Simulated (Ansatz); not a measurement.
# N2H3 (hydrazinyl radical): FCI/STO-3G

Aim: the vertical ionisation energy of N2H3 (hydrazinyl radical) at FCI/STO-3G, from 2 runs. 

The calculation is run with Ansatz 0.2.0.

34 further runs of the same task are left out: 34 set aside as unsound or not needed.

### 1 The molecule

The species is N2H3 (5 atoms), meant as a doublet with charge 0. As SMILES, `[NH]N`. Geometry: relaxed at GFN2-xTB. This is one conformer, not always the lowest.

Bond lengths: N1–N2 1.335 Å, N1–H3 1.020 Å, N2–H4 1.011 Å, N2–H5 1.017 Å. Angles: N1–N2–H4 112.8°, N1–N2–H5 121.7°, N2–N1–H3 109.8°, H4–N2–H5 116.1°.

### 2 A single-point energy at FCI/STO-3G

File molecule.yaml:

```yaml
crystal:
  periodic: [false, false, false]
  atoms:
    - {symbol: "N", position_ang: [-0.174970, -0.805480, 0.447260]}
    - {symbol: N, position_ang: [-0.126270, 0.251970, -0.365880]}
    - {symbol: H, position_ang: [0.751750, -0.989150, 0.831090]}
    - {symbol: H, position_ang: [-1.043070, 0.577800, -0.638700]}
    - {symbol: H, position_ang: [0.592550, 0.964850, -0.273770]}
basis:
  gaussian:
    orbitals: STO-3G
magnetization:
  spin_polarized: true
  initial_magnetization: 1
correlation:
  method: fci
  frozen_orbitals: {H: 0, "N": 1}
accuracy: high
```

Started as:

```console
$ ansatz run molecule.yaml --threads 1 --pin off --max-ram 2610MiB --events-out events.jsonl --progress --plain --runs-dir runs
```

The program printed:

```text
Warning: RAYON_NUM_THREADS=1 ignored (pool sized by the plan → 1); use --threads N
Functional definition: HF
  name "HF"
  exchange = exact_x
  correlation = 0
209 factors; integrals over basis functions are off by at most 1.2e-8 eV
mean field evaluation 1: about -2968.4034 eV, gradient 1.2e1 eV
mean field evaluation 2: about -2968.5144 eV, gradient 1.2e1 eV
mean field evaluation 4: about -2969.7585 eV, gradient 2.2e0 eV
mean field evaluation 8: about -2969.9148 eV, gradient 5.8e-4 eV
mean field -2969.91284025 eV, -109.1422838001 hartree, gradient 2.0e-8 eV, S^2 0.755266; 0 other end points of the search recorded, 0 dependent functions left out
mean field evaluation 16: about -2969.7457 eV, gradient 2.1e-1 eV
2 core orbitals not correlated: weight in the atoms' cores, before any rotation towards them, 1.000 or more for the frozen orbitals, at most 0.000 for the correlated occupied ones
reference -2969.85813205 eV, -109.1402733108 hartree; 7, 6 occupied and 4, 5 virtual orbitals, 209 factors
state -2972.78390216 eV, -109.2477933791 hartree
Total energy: -2972.78390216 eV, -109.2477933791 hartree
```

Wall time 0.98 s (1 thread of Arm Neoverse V1, shared host).

### 3 The singlet cation

File input.yaml:

```yaml
crystal:
  periodic: [false, false, false]
  atoms:
    - {symbol: N, position_ang: [-0.174970, -0.805480, 0.447260]}
    - {symbol: "N", position_ang: [-0.126270, 0.251970, -0.365880]}
    - {symbol: H, position_ang: [0.751750, -0.989150, 0.831090]}
    - {symbol: H, position_ang: [-1.043070, 0.577800, -0.638700]}
    - {symbol: H, position_ang: [0.592550, 0.964850, -0.273770]}
basis:
  gaussian:
    orbitals: STO-3G
correlation:
  method: fci
  frozen_orbitals: {H: 0, "N": 1}
accuracy: high
total_charge: 1
```

Started as:

```console
$ ansatz run input.yaml --threads 1 --pin off --max-ram 2610MiB --events-out events.jsonl --progress --plain --runs-dir runs
```

The program printed:

```text
Warning: RAYON_NUM_THREADS=1 ignored (pool sized by the plan → 1); use --threads N
[... 4 set-up lines as earlier in the session ...]
209 factors; integrals over basis functions are off by at most 1.2e-8 eV
mean field evaluation 1: about -2962.7699 eV, gradient 1.1e1 eV
mean field evaluation 2: about -2962.8365 eV, gradient 1.1e1 eV
mean field evaluation 4: about -2963.3075 eV, gradient 1.6e0 eV
mean field evaluation 8: about -2963.3363 eV, gradient 1.1e-2 eV
mean field -2963.33626638 eV, -108.9005991681 hartree, gradient 5.7e-8 eV, S^2 0.000000; 0 other end points of the search recorded, 0 dependent functions left out; unrestricted orbitals would lower it
mean field evaluation 16: about -2963.7066 eV, gradient 5.2e-1 eV
2 core orbitals not correlated: weight in the atoms' cores, before any rotation towards them, 1.000 or more for the frozen orbitals, at most 0.000 for the correlated occupied ones
reference -2963.33626638 eV, -108.9005991681 hartree; 6, 6 occupied and 5, 5 virtual orbitals, 209 factors
state -2967.98406461 eV, -109.0714026025 hartree
Total energy: -2967.98406461 eV, -109.0714026025 hartree
```

Run time: 1.1 s. Hardware: 1 thread of Arm Neoverse V1, shared host.

### 4 Outcome

Level: FCI/STO-3G, 2 core orbitals frozen.

| quantity | value |
| --- | --- |
| doublet N2H3: total energy | -109.24779 Eh |
| doublet N2H3: correlation energy (2 core orbitals frozen) | -107.5 mEh |
| singlet cation: total energy | -109.07140 Eh |
| singlet cation: correlation energy (2 core orbitals frozen) | -170.8 mEh |
| vertical ionisation energy (to the singlet cation) | 4.800 eV |

**Reading.** The vertical ionisation energy comes to 4.80 eV (463 kJ/mol). Only the singlet of the ionised species was computed; a triplet could lie lower. In a minimal basis such a difference can be off by several eV, whatever the method. The restricted solution (singlet cation) is unstable to spin breaking: an unrestricted one lies lower.
